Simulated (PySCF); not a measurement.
Compound: C4H7F.
Cartesian coordinates in Å at the PBE0-D3(BJ)/def2-SVP level; atoms count from 1:
```xyz
12
C4H7F angstrom
C      1.499    0.305    0.213
C      0.026    0.482    0.012
C     -0.855   -0.716    0.170
C     -0.468    1.682   -0.297
F     -1.774    1.898   -0.486
H      2.054    1.243    0.069
H      1.716   -0.066    1.229
H      1.904   -0.442   -0.491
H     -1.908   -0.472   -0.020
H     -0.552   -1.518   -0.524
H     -0.772   -1.131    1.189
H      0.130    2.589   -0.425
```

The closed-shell ground state was solved at several levels (PySCF, density fitting, gas phase, non-relativistic).

| level | basis functions | total energy (Eh) | HOMO (eV) | LUMO (eV) | gap (eV) | dipole (D) |
| --- | --- | --- | --- | --- | --- | --- |
| PBE0/pcSseg-1 | 120 | -256.1442 | -6.84 | 0.72 | 7.56 | 1.62 |
| wB97X-D/def2-SVPD | 159 | -256.2047 | -8.76 | 2.29 | 11.05 | 1.69 |

(1) What might B3LYP/pcJ-1 (205 basis functions) give for the same quantities?

(2) Over all these levels, which gives the widest orbital gap and which the narrowest?

(3) How far do the dipole and the HOMO energy spread over the levels?

## Answers

(1) Total energy -256.4764 Eh, HOMO -6.63 eV, LUMO 0.46 eV, gap 7.09 eV, dipole 1.60 D.

(2) wB97X-D/def2-SVPD (range-separated hybrid) has the widest, 11.05 eV, and B3LYP/pcJ-1 (global hybrid, 20 % exact exchange) the narrowest, 7.09 eV. Functional and basis both differ between the two, so the spread mixes both effects.

(3) The dipole runs from 1.60 to 1.69 D (mean 1.63 D) and the HOMO from -8.76 to -6.63 eV.

Note: wB97X-D ran without an empirical dispersion term, which enters the total energy and its gradient alone.
